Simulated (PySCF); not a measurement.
Gas-phase reaction: AlH2Cl + HCl ⇌ AlHCl2 + 2 H

Computed with PySCF (xtb for GFN2) and rigid-rotor harmonic-oscillator thermochemistry at 1 bar. † marks an energy on the PBE0/def2-TZVP geometry and frequencies; other levels use their own. MP2 and CCSD(T) freeze the core. Open shells (unrestricted): H (multiplicity 2); the rest are closed-shell singlets. GFN2 has no spin-polarisation term. AlH2Cl, AlHCl2: computed as isolated molecules; such fragments, hydroxides, amides, oligomers or adducts are transient or little studied in the gas. MP2 isn't extrapolated to the basis-set limit; its ΔH°(298 K) is 240.3 kJ in def2-SVP and 257.5 kJ in def2-TZVPP. CCSD(T) isn't extrapolated to the basis-set limit; its ΔH°(298 K) is 270.2 kJ in def2-SVP and 287.4 kJ in def2-TZVPP. The harmonic model lacks anharmonicity and excited electronic states, which grow with temperature; levels with a mode under 35 cm⁻¹ are left out.

ΔH° and ΔS° at 298 K: CCSD(T)/def2-TZVPP† 287 kJ, 78 J/K; GFN2-xTB 379 kJ, 79 J/K; M06-2X/def2-TZVP† 270 kJ, 78 J/K; MP2/def2-SVP† 240 kJ, 78 J/K; PBE0/def2-SVP† 263 kJ, 78 J/K.

Q: With the heat capacities included, give log10 K (1 bar) at 500, 600, 1400, 2000, 2500 K from CCSD(T)/def2-TZVPP†, GFN2-xTB, M06-2X/def2-TZVP†, MP2/def2-SVP†, PBE0/def2-SVP†.

A: 
```tsv
T (K)	CCSD(T)/def2-TZVPP†	GFN2-xTB	M06-2X/def2-TZVP†	MP2/def2-SVP†	PBE0/def2-SVP†
500	-25.8	-35.4	-24.0	-20.9	-23.2
600	-20.7	-28.7	-19.2	-16.6	-18.6
1400	-5.9	-9.3	-5.2	-4.1	-4.9
2000	-2.4	-4.8	-2.0	-1.2	-1.8
2500	-0.8	-2.7	-0.4	0.2	-0.3
```
